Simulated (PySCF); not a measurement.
## Which is lower?

The two ends of one reaction step of CH$_{8}$AlN, closed shell (PBE0-D4/def2-TZVP).

A:

```tsv
atom	x (Å)	y (Å)	z (Å)
Al1	-1.2906	0.9692	-0.0828
N2	0.2054	-0.2283	0.6365
C3	1.0990	-0.7481	-0.4098
H4	-2.0298	1.3312	1.2947
H5	-2.0163	-0.0774	-1.0598
H6	0.7342	0.3080	1.3178
H7	-0.4000	2.1147	-0.7692
H8	-0.2236	-0.9940	1.1476
H9	1.5434	0.0950	-0.9376
H10	0.5045	-1.3186	-1.1229
H11	1.8892	-1.3822	-0.0026
```

B:

Al1  (-1.190, 0.753, -0.072)
N2  (-0.298, -0.720, 0.341)
C3  (0.656, -1.446, -0.468)
H4  (-2.178, 1.340, 1.018)
H5  (-0.991, 1.350, -1.526)
H6  (0.930, 2.030, 0.930)
H7  (0.718, 2.699, 0.667)
H8  (-0.422, -1.140, 1.250)
H9  (0.743, -0.976, -1.450)
H10  (0.355, -2.488, -0.633)
H11  (1.659, -1.458, -0.025)
(Å)

PySCF 2.14 with density fitting (its default auxiliary sets; JK sets also for MP2 and CCSD(T)); basis: def2-TZVPP; cores frozen in the correlated methods. B3LYP uses VWN-RPA correlation.

Question: Which structure is lower at CCSD(T), and by how much? (To be estimated.)

Answer: Computed: A, by 13.51 kcal/mol (electronic energy, against the other). By their contacts, A is CH₈AlN ([CH3][NH2][AlH3]) and B is a complex of CH₆AlN ([CH3][NH][AlH2]) + H₂.

All methods give the same order:

```json
{"method": "SPW92", "E(B) − E(A) (kcal/mol)": "15.81"}
{"method": "PBE-D4", "E(B) − E(A) (kcal/mol)": "12.07"}
{"method": "r2SCAN-D4", "E(B) − E(A) (kcal/mol)": "13.07"}
{"method": "PBE0-D4", "E(B) − E(A) (kcal/mol)": "14.44"}
{"method": "B3LYP-D4", "E(B) − E(A) (kcal/mol)": "11.80"}
{"method": "BHLYP-D4", "E(B) − E(A) (kcal/mol)": "14.29"}
{"method": "wB97M-V", "E(B) − E(A) (kcal/mol)": "13.09"}
{"method": "HF", "E(B) − E(A) (kcal/mol)": "15.52"}
{"method": "MP2", "E(B) − E(A) (kcal/mol)": "11.86"}
{"method": "CCSD", "E(B) − E(A) (kcal/mol)": "14.06"}
{"method": "CCSD(T)", "E(B) − E(A) (kcal/mol)": "13.51"}
```

The T1 diagnostic stays at or below 0.011.

Labels in which every atom is bracketed show which atoms are joined, not bond orders.

For scale, one of the runs: CCSD(T)/def2-TZVPP, 216 basis functions, launched by `OMP_NUM_THREADS=4 python run.py`. Hardware: 4 CPU threads of an Arm Neoverse V1, shared host. Wall time 6.8 min; peak host memory 2.8 GiB.
